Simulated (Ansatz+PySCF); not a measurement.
Results of a calculation; reference values are marked as such.
A run of PySCF 2.14.0 on doublet CCl at this shape:

```tsv
atom	x (Å)	y (Å)	z (Å)
C	0.0000	0.0000	0.0000
Cl	1.0937	1.4582	3.1572
```

Its results:

```
Converged                       : yes
Reference energy                : -491.57603 hartree
CCSD correlation energy         : -0.17387 hartree
Triples correction              : -0.01224 hartree
Total energy                    : -491.76215 hartree
Spin squared of the determinant : 1.400
```

Q: Which input gives this output? Name the method, the orbitals and the basis set, and write the input.

A: UHF-CCSD(T) in STO-3G.

```python
from pyscf import gto, scf, cc

mol = gto.M(atom="""
C 0.000000 0.000000 0.000000
Cl 1.093670 1.458230 3.157160
""", basis='sto-3g', charge=0, spin=1)
mf = scf.UHF(mol)
mf.kernel()
mycc = cc.CCSD(mf, frozen=6).run()
et = mycc.ccsd_t()
print(mf.e_tot, mycc.e_corr, et, mycc.e_tot + et)
```

The reference isn't the lowest determinant (another lies 4.49 eV lower), but the same method gives a higher total on the lower determinant. Caution: large share of triples, a single reference is doubtful; the unrestricted determinant is spin contaminated.
